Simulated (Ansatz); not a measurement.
Take Mo in the bcc (W type) structure (space group Im-3m, No. 229) as the base.

```xyz
1
Lattice="-1.5648 1.5648 1.5648 1.5648 -1.5648 1.5648 1.5648 1.5648 -1.5648" Properties=species:S:1:pos:R:3 pbc="T T T"
Mo     0.0000     0.0000     0.0000
```

Computed with PBEsol, PAW, 420 eV (Ansatz, a first-principles code; no spin-orbit coupling).

Modification: Cr takes the place of Mo on all its sites, then cell and atoms are relaxed.

Measured lattice parameter a: Mo 3.141 Å (static lattice; corrected from measurement; as listed in Daniel Mejia-Rodriguez, S. B. Trickey, Phys. Rev. B (2018)); Cr 2.877 Å (static lattice; corrected from measurement; as listed in H. Levämäki et al., Physical Review B (2014)).

Problem. How well does PBEsol reproduce the measured shift?

Solution. With PBEsol the lattice parameter a moves by -0.315 Å (3.130 → 2.814) against -0.264 Å measured.

Stability against distortions was not tested. Starting moments died away, wholly or in part, for Mo → Cr; another magnetic solution may exist. The final runs are not spin-polarised. Real Cr is antiferromagnetic at low temperature and ambient pressure, an order that this cell doesn't hold.
